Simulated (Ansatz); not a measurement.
Eight cases of atomisation energy with Al to Br (electronic energies, kcal/mol), geometries: B3LYP-D3(BJ)/def2-TZVP. Functionals by Ansatz (an electronic-structure program) in def2-TZVPD; columns hold the difference against the high level (Ansatz, AFQMC by cisd_afqmc): A = CCSD(T)/CBS(aug-cc-pV(T+d)Z,aug-cc-pV(Q+d)Z) + [CCSDT(Q) - CCSD(T)]/aug-cc-pV(D+d)Z + core + X2C; B = CCSD(T)/CBS(cc-pV(Q+d)Z,cc-pV(5+d)Z) + [CCSDT(Q) - CCSD(T)]/cc-pV(Q+d)Z + [CCSDTQ - CCSDT(Q)]/cc-pV(D+d)Z + core + X2C; C = CCSD(T)/CBS(cc-pV(Q+d)Z,cc-pV(5+d)Z) + [CCSDT(Q) - CCSD(T)]/cc-pV(T+d)Z + core + X2C; D = CCSD(T)/CBS(cc-pV(T+d)Z,cc-pV(Q+d)Z) + [CCSDT(Q) - CCSD(T)]/cc-pV(D+d)Z + core + X2C; E = CCSD(T)/CBS(cc-pV(T+d)Z,cc-pV(Q+d)Z) + [CCSDT(Q) - CCSD(T)]/cc-pV(T+d)Z + core + X2C; F = CCSD(T)/CBS(cc-pVQZ,cc-pV5Z) + [CCSDT(Q) - CCSD(T)]/cc-pV5Z + [CCSDTQ - CCSDT(Q)]/cc-pVTZ. The cases were drawn at random from those of this class that have a high level and all functionals, leaving out states under which another spin lies or may lie. Left out are anions, K, Ca, elements past Kr, ionisation of Li, Na and Mg, pi-pi* triplets of linear molecules and other triplets made from a closed-shell parent. Runs that doubt their state, and full CI more than 15 mEh from coupled cluster, are set aside; a case stays where another high level and all functionals remain. AFQMC serves as high level only in triple zeta or larger, with a steady walk, a bar under 0.8 kcal/mol and agreement with other high levels or trials where they ran; where none ran, an unstable determinant or (outside 3d species) a high T1 diagnostic also bars it, so strongly correlated cases are thinned. No case was kept or dropped by the size of a functional's miss. Each difference is the functional minus the high level; affinities count positive where energy is released, gaps as the second state minus the first. Radicals and triplets start from unrestricted determinants; spin-orbit coupling is neglected. Correlated methods leave the cores frozen (noble-gas shells, and filled d and f shells in the p block). Rows without X2C or -DK are non-relativistic. CBS(X,Y): correlation extrapolated as X^-3, Hartree-Fock from the larger set (Q,5: extrapolated as (X+1)exp(-9√X)). A bracket is a step between two methods taken in the basis named. The functionals are non-relativistic, so their misses hold any scalar relativity. Double hybrids freeze cores in their MP2 part. '+ core + X2C': CCSD(T) terms for core correlation (cc-pwCVTZ, 1s frozen past Ne) and scalar relativity (cc-pVTZ-DK). Where a partner has so few electrons that a lower coupled-cluster level is exact, that level stands in. The restricted determinant of HFSi (F[SiH], singlet) is unstable towards broken spin symmetry in at least one set run. The UHF reference of Ga2 ([Ga][Ga], triplet) is spin-contaminated (<S^2> up to 0.03 over the pure value in the sets run).

```
case                                 level  value   PBE  r2SCAN  B2PLYP
-----------------------------------  -----  -----  ----  ------  ------
BSiH4 (SMILES [BH][SiH3], doublet)       E  381.4  -2.2     5.7    -4.0
CH5Si (SMILES [CH2][SiH3], doublet)      A  520.5  -4.2     2.1    -7.6
HSiOF (SMILES [Si](O)F)                  C  382.5   1.7    -6.6    -7.6
SiH3S (SMILES [SiH3][S], doublet)        E  312.8  -4.7     1.3    -6.5
C2H4Cl (SMILES C[CH]Cl, doublet)         D  588.3  13.0     5.3    -8.1
SiHF (SMILES F[SiH])                     B  220.0  -1.7    -5.5    -3.9
Ga2 (SMILES [Ga][Ga], triplet)           F   31.0   5.9     5.9    -1.2
CH6Si (SMILES C[SiH3])                   C  628.3  -6.8    -2.2    -9.3
```

Over these rows, PBE: mean +0.1, mean absolute 5.0, median absolute 4.5, largest +13.0; r2SCAN: mean +0.8, mean absolute 4.3, median absolute 5.4, largest -6.6; B2PLYP: mean -6.0, mean absolute 6.0, median absolute 7.1, largest -9.3 kcal/mol. PBE lies above in 3 and below in 5 of the eight.
